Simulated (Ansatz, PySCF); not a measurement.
Process, species as SMILES: O(C)B(O)O [methoxyboronic acid] + 4 [H][H] (H2) → B (BH3) + C (CH4) + 3 O (H2O)

Quantity: energy of full hydrogenation (enthalpy at 298 K), in kcal/mol. Set-up: no dispersion term unless named; 6-311+G** with 5d; spin-orbit terms left out; 6-31G* and kin with 6d, 5d where marked; non-relativistic; frozen cores in correlated levels. CBS marks a two-point X^-3 extrapolation of the correlation energy; Hartree-Fock from the larger set. First-principles rows: single points at B3LYP-D3(BJ) geometries (Ansatz, a first-principles code), with unscaled harmonic terms from B3LYP/6-31G* (Ansatz) at its own minima.

Coupled cluster (Ansatz) is a level with limits of its own, used here on species with T1 under 0.025 (0.045 for open shells) and stable references: CCSD(T)/CBS(cc-pVTZ,cc-pVQZ).

Value to compare with, CCSD(T)/CBS(cc-pVTZ,cc-pVQZ) (Ansatz): 65.3 kcal/mol.

| level | program | energy of full hydrogenation (enthalpy at 298 K) (kcal/mol) | difference |
|---|---|---|---|
| HF/STO-3G | Ansatz | 103.5 | 38.2 |
| HF/6-31G* | Ansatz | 69.5 | 4.2 |
| PBE/6-31G* | Ansatz | 90.4 | 25.1 |
| BP86/def2-SVP | PySCF | 86.5 | 21.2 |
| B3LYP/6-31G* | Ansatz | 87.2 | 21.9 |
| B3LYP/cc-pVDZ | Ansatz | 80.1 | 14.8 |
| M06-2X/6-31G* (5d) | PySCF | 92.6 | 27.3 |
| MP2/3-21G | Ansatz | 121.2 | 55.9 |
| MP2/6-311+G** | Ansatz | 63.8 | -1.5 |
| B3LYP/def2-TZVPD | Ansatz | 63.0 | -2.3 |
| B3LYP-D3(BJ)/def2-TZVPD | Ansatz + dftd3 | 65.8 | 0.5 |

Among the 9 habitual levels, MP2/3-21G lies farthest from CCSD(T)/CBS(cc-pVTZ,cc-pVQZ) (Ansatz) (55.9 kcal/mol) and MP2/6-311+G** nearest (-1.5); 8 of 9 lie above it, and their mean absolute difference is 23.3 kcal/mol, the median 21.9. One case shows no general order.

The levels are drawn from those run, B3LYP/6-31G* more often than the rest, none by its result; left out are runs that failed, that the program found above a lower state of the same kind, or whose <S^2> lies over 0.5 above the pure value.
